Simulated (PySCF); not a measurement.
Compound: CH2F2.
Bonds: F1–C2, C2–F3. Hydrogens: H4, H5 on C2.

The same species was optimised twice, with GFN2-xTB and with PBE0-D3(BJ)/def2-SVP (PySCF), and the same property calculations (PySCF, gas phase) were run on both structures.

```csv
coordinate,GFN2-xTB,PBE0-D3(BJ)/def2-SVP,change
C2–H4 (Å),1.099,1.104,+0.005
C2–H5 (Å),1.099,1.104,+0.005
C2–F3 (Å),1.344,1.344,0.000
F1–C2 (Å),1.344,1.344,0.000
H4–C2–H5 (°),113.3,111.7,-1.6
F1–C2–F3 (°),108.2,109.3,+1.1
F3–C2–H4 (°),108.8,109.0,+0.2
F3–C2–H5 (°),108.8,109.0,+0.2
F1–C2–H4 (°),108.8,108.9,+0.1
F1–C2–H5 (°),108.8,108.9,+0.1
```

Rotational constants: A = 49689, B = 10815, C = 9445 MHz (GFN2-xTB) against A = 50332, B = 10668, C = 9351 MHz (PBE0-D3(BJ)/def2-SVP). Point groups within 0.08 Å: C2v and C2v.

On the GFN2-xTB structure: HOMO (eV) -9.76 [PBE0/pcSseg-1]; LUMO (eV) 1.74 [PBE0/pcSseg-1]; dipole (D) 1.95 [PBE0/pcSseg-1]; GIAO shielding of F1/F3 (mean) (ppm) 328.4 [PBE0/pcSseg-1]; GIAO shielding of C2 (ppm) 73.3 [PBE0/pcSseg-1].

What do these properties become on the PBE0-D3(BJ)/def2-SVP structure?

```
                                    property          level  on GFN2-xTB  on PBE0-D3(BJ)/def2-SVP  change
                                   HOMO (eV)  PBE0/pcSseg-1        -9.76                    -9.72   +0.04
                                   LUMO (eV)  PBE0/pcSseg-1         1.74                     1.73   -0.01
                                  dipole (D)  PBE0/pcSseg-1         1.95                     1.92   -0.03
energy, GFN2-xTB geometry as zero (kcal/mol)  PBE0/pcSseg-1          0.0                      0.0     0.0
        GIAO shielding of F1/F3 (mean) (ppm)  PBE0/pcSseg-1        328.4                    328.5    +0.1
                  GIAO shielding of C2 (ppm)  PBE0/pcSseg-1         73.3                     73.1    -0.2
```

The heavy atoms differ by 0.008 Å rms after alignment. Among all bonds C2–H4 and C2–H5 change most and about equally (+0.005 Å). Changes are differences of the printed values. Neither structure is proved a minimum here.
